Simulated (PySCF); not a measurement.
ethylamine (C2H7N), SMILES CCN.

Geometry: B3LYP-D3(BJ)/def2-TZVP. The values are those of a single conformer.

Two levels are set side by side: TDA-PBE/def2-SVPD (PySCF) and TDA-B3LYP/def2-SVPD (PySCF). Vertical, same geometry. The lowest singlet is HOMO→LUMO 100 % with PBE and HOMO→LUMO 96 % with the other functional; states are paired by order. Differences are taken from unrounded values.

```json
[
 {"quantity": "lowest singlet excitation (eV)", "TDA-B3LYP": "6.03"},
 {"quantity": "lowest triplet excitation (TDA) (eV)", "TDA-B3LYP": "5.77"},
 {"quantity": "first bright state (f over 0.05) (eV)", "TDA-B3LYP": "7.83"},
 {"quantity": "its oscillator strength", "TDA-B3LYP": "0.07"}
]
```

Problem. What does TDA-PBE give, and how far is it from TDA-B3LYP? (Estimate from the structure and the level; the computed values follow.)

Solution. 
```csv
quantity,TDA-PBE,TDA-PBE minus TDA-B3LYP
lowest singlet excitation (eV),5.52,-0.51
lowest triplet excitation (TDA) (eV),5.30,-0.46
first bright state (f over 0.05) (eV),7.23,-0.60
its oscillator strength,0.07,0.00
```

Functionals without exact exchange tend to place singlet excitations lower, as here. Differences between two approximate levels are no errors against the true value.

Rough cost on one machine, each run with all the roots and properties that it gave: TDA-B3LYP against TDA-PBE within a factor of 2.
